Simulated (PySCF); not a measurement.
**CHFO (formyl fluoride) at 5 levels**

Wanted: a comparison of 5 runs (HF/STO-3G, HF/3-21G, B2PLYP/STO-3G, B3LYP/6-31G*, SVWN5/pcseg-1) of CHFO (formyl fluoride). Input form: a Python script.

The results are computed with PySCF 2.14.0.

## 1. Starting point

CHFO has 4 atoms, charge 0, and is taken as a singlet. SMILES: `O=CF`. Geometry: relaxed at GFN2-xTB.

Bond lengths: O1–C2 1.171 Å, C2–F3 1.341 Å, C2–H4 1.098 Å. Angles: O1–C2–F3 122.3°, O1–C2–H4 129.0°, F3–C2–H4 108.7°.

## 2. Energy and gradient at HF/STO-3G (run 1)

File run.py:

```python
from pyscf import gto

molecule = gto.M(
    atom='''
O     -1.681252     0.370424     1.568435
C     -0.093995     0.138593     0.043331
F      1.104299    -2.061427    -0.342702
H      0.670947     1.552429    -1.269064
''',
    spin=0,
    unit='bohr',
    max_memory=1860,
    basis='sto-3g',
    charge=0,
    verbose=4,
)

hf = molecule.RHF()
hf.conv_tol = 1e-10
hf.kernel()
if not hf.converged:
    hf = hf.newton().run(hf.mo_coeff, hf.mo_occ)

etot = hf.e_tot
print('E(%s) = %.9f' % ('HF', etot))
grad = hf.nuc_grad_method().kernel()
hf.analyze()
```

The run is started by

```sh
$ OMP_NUM_THREADS=1 python run.py
```

The program printed:

```text
PySCF version 2.14.0

[... 71 lines left out ...]
Total Energy =                        -209.826652091476205
[... 2 lines left out ...]
Two-electron Energy =                  148.666470425117978
[... 4 lines left out ...]
MO #1   energy= -25.9749952652003  occ= 2
[... 2 lines left out ...]
MO #4   energy= -1.54881247974581  occ= 2
[... 2 lines left out ...]
MO #7   energy= -0.672464637149312 occ= 2
[... 2 lines left out ...]
MO #10  energy= -0.475721968706128 occ= 2
[... 2 lines left out ...]
MO #13  energy= 0.29064932288216   occ= 0
[... 2 lines left out ...]
MO #16  energy= 0.989344966290629  occ= 0
[... 23 lines left out ...]
Dipole moment(X, Y, Z, Debye):  0.76244,  0.70011, -1.03939
```

It took 1.4 s on 1 thread of Intel Xeon at 2.70GHz, shared host; peak memory 0.12 GiB.

## 3. Energy and gradient at HF/3-21G (run 2)

File calc.py:

```python
# formyl fluoride
from pyscf import gto, scf

molecule = gto.M(
    atom=[
    ('O', (-0.889680, 0.196020, 0.829980)),
    ('C', (-0.049740, 0.073340, 0.022930)),
    ('F', (0.584370, -1.090860, -0.181350)),
    ('H', (0.355050, 0.821510, -0.671560)),
],
    basis='3-21g',
    spin=0,
    verbose=4,
    max_memory=1860,
)

myscf = scf.RHF(molecule)
myscf.conv_tol = 1e-10
myscf.kernel()
if not myscf.converged:
    myscf = myscf.newton().run(myscf.mo_coeff, myscf.mo_occ)

e_tot = myscf.e_tot
print(f'total energy: {e_tot:.8f} hartree')
grad = myscf.nuc_grad_method().kernel()
myscf.analyze()
```

The run is started by

```sh
$ OMP_NUM_THREADS=1 python calc.py
```

The program printed:

```text
PySCF version 2.14.0

[... 61 lines left out ...]
total energy: -211.56967853 hartree
[... 15 lines left out ...]
Two-electron Coulomb Energy =          170.991824720853742
[... 6 lines left out ...]
MO #4   energy= -1.6551557112004   occ= 2
[... 4 lines left out ...]
MO #9   energy= -0.710687890078463 occ= 2
[... 4 lines left out ...]
MO #14  energy= 0.273317485520552  occ= 0
[... 4 lines left out ...]
MO #19  energy= 1.05743756642142   occ= 0
[... 4 lines left out ...]
MO #24  energy= 1.94141562326316   occ= 0
[... 4 lines left out ...]
MO #29  energy= 3.98833885416581   occ= 0
[... 36 lines left out ...]
Dipole moment(X, Y, Z, Debye):  1.11885,  1.42131, -1.67417
```

Wall time 1 s (1 thread of Intel Xeon at 2.70GHz, shared host); peak memory 0.12 GiB.

Runs 3 to 4 aren't shown in full; the table further down has their settings and results.

## 4. Energy and forces at SVWN5/pcseg-1 (run 5)

File start.xyz:

```xyz
4

O     -0.889680     0.196020     0.829980
C     -0.049740     0.073340     0.022930
F      0.584370    -1.090860    -0.181350
H      0.355050     0.821510    -0.671560
```

File job.py:

```python
# formyl fluoride
import pyscf.grad
from pyscf import gto, dft

mol = gto.Mole()
mol.atom = 'start.xyz'
mol.verbose = 4
mol.basis = 'pcseg-1'
mol.max_memory = 1860
mol.build()

mf = dft.RKS(mol, xc='svwn')
mf.conv_tol = 1e-10
mf.grids.level = 5
mf.kernel()
if not mf.converged:
    mf = mf.newton().run(mf.mo_coeff, mf.mo_occ)

energy = mf.e_tot
print(f'total energy: {energy:.8f} hartree')
grad = mf.Gradients().kernel()
mf.analyze()
```

The run is started by

```sh
$ OMP_NUM_THREADS=1 python job.py
```

The program printed:

```text
PySCF version 2.14.0

[... 91 lines left out ...]
Two-electron Energy =                  148.123890086406590
[... 8 lines left out ...]
MO #5   energy= -1.01103938938449  occ= 2
[... 6 lines left out ...]
MO #12  energy= -0.291547344416793 occ= 2
[... 6 lines left out ...]
MO #19  energy= 0.486760940922917  occ= 0
[... 6 lines left out ...]
MO #26  energy= 0.968964878730475  occ= 0
[... 6 lines left out ...]
MO #33  energy= 1.80433775505393   occ= 0
[... 6 lines left out ...]
MO #40  energy= 2.35845057469297   occ= 0
[... 6 lines left out ...]
MO #47  energy= 3.38596902319154   occ= 0
[... 54 lines left out ...]
Dipole moment(X, Y, Z, Debye):  1.02312,  1.02884, -1.42861
```

Wall time 5.7 s (1 thread of Intel Xeon at 2.70GHz, shared host); peak memory 0.28 GiB.

## 5. All runs side by side

```
run                               level      task  frozen core orbitals  energy (Eh)  dipole moment (D)  HOMO energy (eV)  LUMO energy (eV)  wall time
  1                           HF/STO-3G  gradient                     –  -209.826652               1.47            -10.52              7.91      1.4 s
  2                            HF/3-21G  gradient                     –  -211.569679               2.46            -13.62              4.19        1 s
  3                       B2PLYP/STO-3G    energy                     3  -210.503360               1.38             -7.49              4.67      4.8 s
  4  B3LYP/6-31G* (spherical functions)  gradient                     –  -213.759007               1.97             -8.86             -0.64        9 s
  5                       SVWN5/pcseg-1  gradient                     –  -212.217255               2.04             -7.93             -2.24      5.7 s
```

## 6. Outcome

| quantity | value |
| --- | --- |
| run 5: total energy | -212.21725 Eh |
| run 5: dipole moment | 2.04 D |
| run 5: HOMO energy | -7.93 eV |
| run 5: LUMO energy | -2.24 eV |
| run 5: HOMO–LUMO gap | 5.70 eV |
| run 5: largest force on an atom | 1.288 eV/Å |

**Reading.** The dipole moment (its size) runs from 1.38 D (B2PLYP/STO-3G) to 2.46 D (HF/3-21G). The two ends differ in method and basis. A double hybrid's value is that of its SCF part. The HOMO–LUMO gap runs from 5.70 eV (SVWN5/pcseg-1) to 18.43 eV (HF/STO-3G). Totals of different functionals can't be ranked against each other. In runs 1, 3 the basis is minimal, so the values are rough. All runs together took 22 s, the longest 9 s.
